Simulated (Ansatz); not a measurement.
**SiH2, singlet along the angle H2-Si1-H3**

Starting geometry (PBE0/def2-TZVP stationary point for this spin, not checked as a minimum):

```xyz
3

Si    0.0000   -0.0715    0.0000
H     0.0000    0.9958   -1.0900
H     0.0000    0.9958    1.0900
```

From there the angle named below is changed in its plane at fixed bond lengths, both arms turning rigidly about the middle atom; atoms are numbered as listed. Energies are in eV, counted from the starting geometry at the same level.

Basis cc-pVDZ; Ansatz 0.2.0. Only valence electrons are correlated (noble-gas cores frozen). R marks a restricted (for open shells ROHF) determinant. Active spaces: valence = (6e, 6o) chosen from the atoms' valence shells.

The determinant at some points fills πx and πy unequally, so it is a mixture of Σ and Δ, which weighs on every level built on one determinant. Runs in a small pair space aren't shown, since their orbitals change along the scan. A value is left out where its run failed or describes another state than the reference as far as symmetry and spin tell, or, spin-broken singlets apart, can't be checked.

Full CI is exact within this basis and frozen core; it isn't the basis-set limit.

| angle H2-Si1-H3 (°) | full CI | unpaired electrons (full CI) | error RMP2 | error RCCSD(T) | error BCCD(T) | error RCCSDTQ | error CASSCF (valence space) | error MRCISD+Q (valence space) |
| --- | --- | --- | --- | --- | --- | --- | --- | --- |
| 73.8 | 0.240 | 0.09 | 0.007 | 0.001 | 0.001 | 0.000 | 0.033 | 0.003 |
| 84.2 | 0.045 | 0.08 | 0.001 | 0.000 | 0.000 | 0.000 | 0.013 | 0.000 |
| 91.2 | 0.000 | 0.09 | 0.000 | 0.000 | 0.000 | 0.000 | 0.000 | 0.000 |
| 107.9 | 0.156 | 0.10 | 0.009 | 0.001 | 0.001 | 0.000 | -0.036 | 0.004 |
| 124.0 | 0.616 | 0.12 | 0.035 | 0.004 | 0.004 | 0.000 | -0.069 | 0.004 |
| 140.1 | 1.322 | 0.20 | 0.085 | 0.011 | 0.012 | 0.000 | -0.091 | -0.001 |
| 162.0 | 2.471 | 0.91 | 0.215 | 0.054 | 0.055 | 0.000 | – | – |
| 180.0 | 2.941 | 2.05 | 0.336 | 0.140 | 0.141 | 0.000* | 0.359 | -0.046 |

An asterisk marks runs whose energy the program itself flagged as in doubt.

Unpaired electrons are Σ n²(2−n)² over natural occupations. Errors are those of relative energies. In total energy the starting point itself misses full CI by: RMP2 0.856, RCCSD(T) 0.020, BCCD(T) 0.020, RCCSDTQ 0.000, CASSCF (valence space) 1.914, MRCISD+Q (valence space) 0.012 eV.

Spread of the error over the points with a reference, to 180.0 ° (largest less smallest): RCCSDTQ 0.000, MRCISD+Q (valence space) 0.050 (7 of 8 points), RCCSD(T) 0.140, BCCD(T) 0.141, RMP2 0.336, CASSCF (valence space) 0.450 (7 of 8 points) eV.
